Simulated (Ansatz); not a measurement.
**BH5O (B(H2O)H3): the energy, rung by rung**

BH5O: 7 atoms, total charge 0, spin state singlet. SMILES: `[H]B([H])([H])<-O`. The shape is that of a GFN2-xTB optimisation.

```xyz
7

B     0.0678   -0.1117   -0.6689
O     0.1008   -0.1466    1.0307
H    -0.8361   -0.1426    1.2525
H     0.4863    0.7089    1.2448
H     1.2101   -0.0685   -0.9703
H    -0.5443    0.8763   -0.9302
H    -0.4847   -1.1158   -0.9586
```

Quantity: the energy change with the O2–H4 bond stretched from 0.962 to 1.925 Å, in eV. The values are calculated.

```json
{"level": "HF/STO-3G (restricted)", "kind": "Hartree–Fock", "program": "Ansatz", "value (eV)": "7.37", "less FCI/STO-3G": "+3.35", "CPU time (all runs)": "0.1 s"}
{"level": "PBE/STO-3G (restricted)", "kind": "GGA", "program": "Ansatz", "value (eV)": "4.41", "less FCI/STO-3G": "+0.39", "CPU time (all runs)": "1.7 s"}
{"level": "revPBE/STO-3G (restricted)", "kind": "GGA", "program": "Ansatz", "value (eV)": "4.32", "less FCI/STO-3G": "+0.30", "CPU time (all runs)": "1.7 s"}
{"level": "PBE0/STO-3G (restricted)", "kind": "global hybrid", "program": "Ansatz", "value (eV)": "5.34", "less FCI/STO-3G": "+1.32", "CPU time (all runs)": "1.7 s"}
{"level": "CAM-B3LYP/STO-3G (restricted)", "kind": "range-separated hybrid", "program": "Ansatz", "value (eV)": "5.49", "less FCI/STO-3G": "+1.47", "CPU time (all runs)": "1.9 s"}
{"level": "B2PLYP/STO-3G (restricted)", "kind": "double hybrid", "program": "Ansatz", "value (eV)": "5.17", "less FCI/STO-3G": "+1.15", "CPU time (all runs)": "2.4 s"}
{"level": "RPA@PBE/STO-3G (restricted)", "kind": "RPA", "program": "Ansatz", "value (eV)": "4.50", "less FCI/STO-3G": "+0.48", "CPU time (all runs)": "2.5 s"}
{"level": "BCCD(T)/STO-3G (restricted)", "kind": "coupled cluster or CI", "program": "Ansatz", "value (eV)": "4.04", "less FCI/STO-3G": "+0.02", "CPU time (all runs)": "0.23 s"}
{"level": "FCI/STO-3G", "kind": "exact in the basis", "program": "Ansatz", "value (eV)": "4.02", "less FCI/STO-3G": "0.00", "CPU time (all runs)": "23 s"}
```

FCI/STO-3G is exact within its basis and frozen core, so for wave-function methods in that basis the difference is their error; functionals converge differently with the basis, so for them it is only a difference. A spin-restricted reference rises too steeply as a bond breaks; here HF/STO-3G, PBE0/STO-3G, CAM-B3LYP/STO-3G, B2PLYP/STO-3G, RPA@PBE/STO-3G lie well above the multireference or unrestricted value. The first shape isn't each level's own minimum. The values span 4.02 to 7.37 eV. All rows use very small basis sets, so none should be taken for the real molecule's value. Times are those of the runs behind each value, whatever else they computed, on shared processors of several kinds: orders of magnitude only.
